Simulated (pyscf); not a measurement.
Thermochemistry of product channels of `[F][SiH2][O][SiH3]` + `[H]` [doublet] on the doublet surface, in kJ/mol, from ωB97M-D3(BJ)/def2-TZVP energies (ideal gas, 1 atm, RRHO with modes under 100 cm⁻¹ raised to 100, one conformer, R ln 2 for chiral ones without a mode under 150 cm⁻¹). Optimised with ωB97X-D3(BJ)/def2-SVP in PySCF.

| products | ΔE | ΔH(298 K) | ΔG(600 K) | ΔG(1200 K) |
|---|---|---|---|---|
| `[F][SiH2][O][SiH2]` [doublet] + `[H][H]` | -42.1 | -39.6 | -52.3 | -63.8 |
| `[F][SiH][O][SiH3]` [doublet] + `[H][H]` | -32.5 | -30.2 | -42.8 | -54.1 |
| `[F][SiH2]` [doublet] + `[O]=[SiH2]` + `[H][H]` | +277.7 | +269.9 | +169.9 | +77.0 |

These are energies of the channels, which say nothing of barriers.
